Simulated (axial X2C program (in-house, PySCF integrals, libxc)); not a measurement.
**O₂⁻: properties at the nuclei**

Calculated with an in-house all-electron X2C program for linear molecules (integrals from PySCF): two-component X2C with atomic mean-field Coulomb and Gaunt terms, Gaussian nuclei, basis O dyall-av3z with contracted cores.

R = 1.324 Å (near the PBE0 minimum at charge -1 of the determinant lowest at the starting distance; the state shown can have its own minimum elsewhere).

Determinant lowest in the PBE0 search, Ω = 3/2 (⟨Sz⟩ = 0.50, ⟨Lz⟩ = 1.00 at PBE0), spin on the atoms O 0.25, O 0.25:

| level | A∥/gI O (MHz) | qzz O (a.u.) |
| --- | --- | --- |
| PBE0 | 142 | 2.32 |
| HF | 196 | 2.43 |
| LDA | 122 | 2.27 |
| B3LYP | 142 | 2.36 |
| PBE | 127 | 2.27 |

A∥ (defined per Ω) follows by multiplying with gI = μI/(I μN); qzz is the electric field gradient, eQq0 = 234.96 MHz × Q/barn × qzz. The operators were transformed with the bare-nucleus X2C matrices; with these basis sets, hyperfine constants and field gradients can be off by tens of per cent, and where levels differ in sign neither size nor sign is settled.

Task: With gI(17O) = -0.7575, Q(17O) = -0.02558 barn (g factors from the IAEA table of nuclear moments by Stone; Q from Pyykkö, Mol. Phys. 2018), turn the PBE0 values of the first state into constants in MHz.

Result: A∥(17O) = 142 × -0.7575 = -108 MHz; eQq0(17O) = 234.96 × (-0.02558) × (2.32) = -13.9 MHz.

Each state is one determinant with collinear spin. Unrestricted Hartree–Fock can overshoot spin polarisation at the nuclei. For an anion, determinants above electron detachment, or with a positive highest level, are held by the basis set. The search compared states at one distance, so a state with another bond length can lie lower. Further determinants of the search, some of them spin-mixed, are not shown.
